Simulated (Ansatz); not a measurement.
```yaml
crystal:
  periodic: [false, false, false]
  atoms:
    - {symbol: Ge, position_ang: [-0.699965, 0.080850, -0.001472]}
    - {symbol: P, position_ang: [1.575622, -0.225576, 0.003467]}
    - {symbol: H, position_ang: [2.026431, 1.105196, -0.000505]}
basis:
  gaussian: {orbitals: def2-TZVP}
magnetization: {spin_polarized: true, initial_magnetization: 2}
hamiltonian: {xc: pbe0}
relax: {f_tol: 0.004, max_steps: 80}
```

```sh
$ ansatz run in.yaml --threads 1 --pin off --events-out ev --progress --plain --max-ram 2176MiB
```

Steps of the relaxation (energy above the last step; positions in Å, forces in eV/Å):

```
3
step 1, 25.0 meV
Ge   -0.700    0.081   -0.001   -0.540    0.124   -0.001
P     1.576   -0.226    0.003    0.446   -0.659    0.003
H     2.026    1.105   -0.001    0.094    0.535   -0.002
```

```
3
step 2, 1.6 meV
Ge   -0.703    0.100   -0.002   -0.148    0.014    0.000
P     1.608   -0.253    0.004    0.095   -0.149    0.001
H     1.998    1.114   -0.001    0.053    0.135    0.000
```

```
3
step 3, 0.1 meV
Ge   -0.719    0.094   -0.002    0.031    0.006    0.000
P     1.609   -0.253    0.004   -0.017   -0.020    0.000
H     2.012    1.119   -0.001   -0.014    0.014    0.000
```

```
3
step 5, 0.0 meV
Ge   -0.715    0.097   -0.002    0.000    0.000    0.000
P     1.611   -0.255    0.004    0.000   -0.001    0.000
H     2.006    1.119   -0.001    0.000    0.000    0.000
```

Close pairs at the end: P2–H3 1.430 Å, Ge1–P2 2.352 Å.

A stationary point of unrestricted PBE0 after 5 steps, with ⟨S²⟩ = 2.009 against 2.00 for a pure state; no frequencies were run, so it isn't proven a minimum. 56 s on 1 thread of Arm Neoverse N1, shared host.
